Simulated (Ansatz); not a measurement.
**BPH (quartet): geometry optimisation**

Where does this start of BPH (quartet) end when it is relaxed?

Program: Ansatz 0.2.0, Gaussian basis. Level of theory: UKS PBE0/def2-TZVP. These are calculated values, not measurements.

### Step 1. The system as given

3 atoms, charge 0, spin multiplicity 4.

Atoms are counted from 1 here; the program's logs count them from 0.

Bond lengths: B1–P2 1.783 Å, P2–H3 1.453 Å. Angles: B1–P2–H3 106.4°.

As a file:

```tsv
atom	x (Å)	y (Å)	z (Å)
B1	-1.3305	0.1773	-0.0034
P2	0.4301	-0.1013	0.0013
H3	1.0530	1.2109	-0.0025
```

The start was built by rule and, where that kept it together, relaxed with GFN2-xTB. Sticks and bond lists go by distance. 

### Step 2. Relaxation

Input file in.yaml:

```yaml
crystal:
  periodic: [false, false, false]
  atoms:
    - {symbol: B, position_ang: [-1.330471, 0.177336, -0.003363]}
    - {symbol: P, position_ang: [0.430116, -0.101303, 0.001255]}
    - {symbol: H, position_ang: [1.053045, 1.210928, -0.002491]}
basis:
  gaussian: {orbitals: def2-TZVP}
magnetization: {spin_polarized: true, initial_magnetization: 3}
hamiltonian: {xc: pbe0}
relax: {f_tol: 0.004, max_steps: 80}
```

Launch:

```console
ansatz run in.yaml --threads 1 --pin off --events-out ev --progress --plain --max-ram 2176MiB
```

Q: Predict the outcome of this session. Wanted: energy gained; shift from the start; total energy; dipole moment; ⟨S²⟩.

As calculated:

```
                  quantity          value
                     steps              5
             energy gained       0.061 eV
shift from the start (rms)        0.045 Å
              total energy  -9971.4676 eV
             dipole moment         0.77 D
                      ⟨S²⟩          3.756
```

In words: The bonds of the start are those of the end. B1–P2 went from 1.783 to 1.858 Å. No vibrations were run, so this is a stationary point, not a proven minimum, and this spin need not be the ground state's.
